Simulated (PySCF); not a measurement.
Molecule: Allyl Fluoride, C3H5F.

Geometry:
```tsv
atom	x (Å)	y (Å)	z (Å)
C1	1.198	0.669	0.239
C2	0.349	-0.074	-0.468
C3	-1.004	-0.484	0.005
F4	-1.278	-0.007	1.256
H5	0.927	1.026	1.236
H6	2.180	0.940	-0.154
H7	0.621	-0.436	-1.467
H8	-1.780	-0.116	-0.693
H9	-1.082	-1.588	0.021
```

Geometry PBE0-D3(BJ)/def2-SVP throughout; GIAO in PySCF, gas phase, one conformer, non-relativistic; equivalent atoms averaged; basis pcSseg-2.

Q: How do the absolute shieldings σ depend on the functional? (ppm; last column core-seconds on 1 thread of an Arm Neoverse V1, shared host; the GGAs took longer than the global hybrids here, which isn't the general rule, and the cause wasn't traced)

A: 
```tsv
functional	kind	C2	C1	C3	F4	H7	H5	H6	H8/H9	core-s
HF	Hartree–Fock	47.3	68.7	115.1	454.8	25.70	25.79	26.22	27.11	5.9
LDA	LDA	27.5	56.3	87.7	422.2	24.41	24.95	25.26	25.50	17
PBE	GGA	32.5	60.2	89.4	415.1	24.94	25.44	25.77	26.01	20
BLYP	GGA	28.1	56.8	84.6	412.6	25.24	25.71	26.05	26.20	20
BP86	GGA	33.0	60.2	89.6	416.6	25.04	25.51	25.84	26.09	20
OPBE	GGA	43.1	68.1	97.1	415.6	24.94	25.43	25.76	26.09	20
KT2	GGA	44.3	70.7	95.4	415.3	25.12	25.60	25.94	26.07	21
KT3	GGA	45.0	70.6	95.2	412.0	25.32	25.78	26.12	26.28	21
B97-D	GGA	37.2	63.6	90.9	416.4	25.29	25.73	26.08	26.27	21
B3LYP	global hybrid	31.7	58.1	91.7	424.6	25.29	25.65	26.00	26.39	13
PBE0	global hybrid	37.0	61.9	97.8	429.0	25.07	25.43	25.77	26.30	13
mPW1PW91	global hybrid	36.4	61.1	97.2	428.9	25.15	25.49	25.83	26.36	12
WP04	global hybrid	28.2	49.5	84.1	419.4	25.87	26.01	26.38	26.80	14
B97-2	global hybrid	39.6	63.9	97.8	426.8	25.24	25.58	25.94	26.42	13
BHandHLYP	global hybrid	37.1	60.9	100.9	438.1	25.39	25.62	26.00	26.64	12
CAM-B3LYP	range-separated hybrid	32.6	58.2	95.6	432.3	25.18	25.48	25.85	26.39	17
wB97X-D	range-separated hybrid	36.2	60.5	98.6	432.1	25.20	25.48	25.86	26.49	16
LC-wPBE	range-separated hybrid	36.4	59.4	101.7	438.6	25.08	25.31	25.69	26.46	23
```

Q: Which nucleus moves most, in ppm?

A: F4 (fluorine on an sp3 carbon): from 412.0 ppm with KT3 to 454.8 ppm with HF. The smallest spread is 1.06 ppm, at H5. Proton shifts span only some 12 ppm, so a few tenths of a ppm matter as much there as several ppm in carbon.
